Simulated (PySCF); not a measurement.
**Basis-set dependence of population analyses: `C[SiH3]`**

Compound: CH₆Si.
Structure used (PBE0-D3(BJ)/def2-SVP), in Å, numbered top down from 1:
```xyz
8
CH6Si angstrom
C     -0.9624   -0.1429    0.0077
Si     0.8986    0.1136   -0.0402
H     -1.4349    0.5500    0.7206
H     -1.2046   -1.1707    0.3188
H     -1.4108    0.0291   -0.9826
H      1.2345    1.5106   -0.4567
H      1.5383   -0.8292   -1.0099
H      1.4976   -0.1273    1.3095
```

PBE0 throughout (PySCF), one geometry, spherical d and f functions. Isolated species at its PBE0-D3(BJ)/def2-SVP geometry, gas phase. Atoms taken as equivalent share a column and are averaged.

Mulliken charges (e):

```
      basis  functions      C1     Si2  H3/H4/H5  H6/H7/H8
   pcSseg-0         34  -1.169  +0.549    +0.264    -0.058
    cc-pVDZ         62  -0.268  +0.213    +0.070    -0.052
   pcSseg-1         71  -0.635  +0.465    +0.147    -0.090
aug-cc-pVDZ        104  +0.345  -0.185    -0.213    +0.160
   IGLO-III        139  -0.635  +0.723    +0.145    -0.175
    cc-pVTZ        148  -0.383  +0.174    +0.107    -0.038
```

IAO charges (e):

```json
{"basis": "pcSseg-0", "functions": "34", "C1": "-0.702", "Si2": "+0.443", "H3/H4/H5": "+0.163", "H6/H7/H8": "-0.076"}
{"basis": "cc-pVDZ", "functions": "62", "C1": "-0.702", "Si2": "+0.581", "H3/H4/H5": "+0.156", "H6/H7/H8": "-0.116"}
{"basis": "pcSseg-1", "functions": "71", "C1": "-0.709", "Si2": "+0.602", "H3/H4/H5": "+0.156", "H6/H7/H8": "-0.120"}
{"basis": "aug-cc-pVDZ", "functions": "104", "C1": "-0.714", "Si2": "+0.582", "H3/H4/H5": "+0.159", "H6/H7/H8": "-0.115"}
{"basis": "IGLO-III", "functions": "139", "C1": "-0.730", "Si2": "+0.622", "H3/H4/H5": "+0.161", "H6/H7/H8": "-0.125"}
{"basis": "cc-pVTZ", "functions": "148", "C1": "-0.727", "Si2": "+0.608", "H3/H4/H5": "+0.161", "H6/H7/H8": "-0.122"}
```

Hirshfeld charges (e):

```json
{"basis": "pcSseg-0", "functions": "34", "C1": "-0.192", "Si2": "+0.309", "H3/H4/H5": "+0.039", "H6/H7/H8": "-0.078"}
{"basis": "cc-pVDZ", "functions": "62", "C1": "-0.198", "Si2": "+0.306", "H3/H4/H5": "+0.046", "H6/H7/H8": "-0.082"}
{"basis": "pcSseg-1", "functions": "71", "C1": "-0.207", "Si2": "+0.315", "H3/H4/H5": "+0.046", "H6/H7/H8": "-0.082"}
{"basis": "aug-cc-pVDZ", "functions": "104", "C1": "-0.216", "Si2": "+0.312", "H3/H4/H5": "+0.048", "H6/H7/H8": "-0.080"}
{"basis": "IGLO-III", "functions": "139", "C1": "-0.212", "Si2": "+0.304", "H3/H4/H5": "+0.048", "H6/H7/H8": "-0.078"}
{"basis": "cc-pVTZ", "functions": "148", "C1": "-0.210", "Si2": "+0.306", "H3/H4/H5": "+0.048", "H6/H7/H8": "-0.080"}
```

ESP-fitted charges (e):

```
      basis  functions      C1     Si2  H3/H4/H5  H6/H7/H8
   pcSseg-0         34  -0.650  +0.619    +0.161    -0.150
    cc-pVDZ         62  -0.369  +0.401    +0.101    -0.112
   pcSseg-1         71  -0.458  +0.555    +0.114    -0.147
aug-cc-pVDZ        104  -0.438  +0.466    +0.116    -0.125
   IGLO-III        139  -0.432  +0.469    +0.114    -0.126
    cc-pVTZ        148  -0.426  +0.464    +0.113    -0.126
```

**Question.** Which scheme is steadiest as the basis changes?

**Answer.** Largest range over the bases for any column: Hirshfeld 0.02 e, IAO 0.18 e, ESP-fitted 0.28 e, Mulliken 1.51 e. Hirshfeld charges move least and Mulliken charges most, counted in e.

**Question.** How much do the charges still move between the two largest bases, IGLO-III and cc-pVTZ?

**Answer.** At most, over all atoms: Mulliken 0.549 e, IAO 0.014 e, Hirshfeld 0.003 e, ESP-fitted 0.006 e.

**Question.** What do the same runs give for the total energy, the frontier levels and the dipole moment?

**Answer.** 
| basis | energy (Eh) | HOMO (eV) | LUMO (eV) | μ (D) |
| --- | --- | --- | --- | --- |
| pcSseg-0 | -330.5797 | -9.58 | 1.33 | 0.55 |
| cc-pVDZ | -331.0210 | -9.16 | 1.28 | 0.84 |
| pcSseg-1 | -331.0087 | -9.28 | 0.94 | 0.75 |
| aug-cc-pVDZ | -331.0241 | -9.21 | -0.12 | 0.80 |
| IGLO-III | -331.0530 | -9.22 | 0.53 | 0.81 |
| cc-pVTZ | -331.0519 | -9.21 | 0.78 | 0.83 |

The dipole is fixed by the density alone, so its range of 0.29 D shows that the density itself changes with the basis, not only its division among atoms.
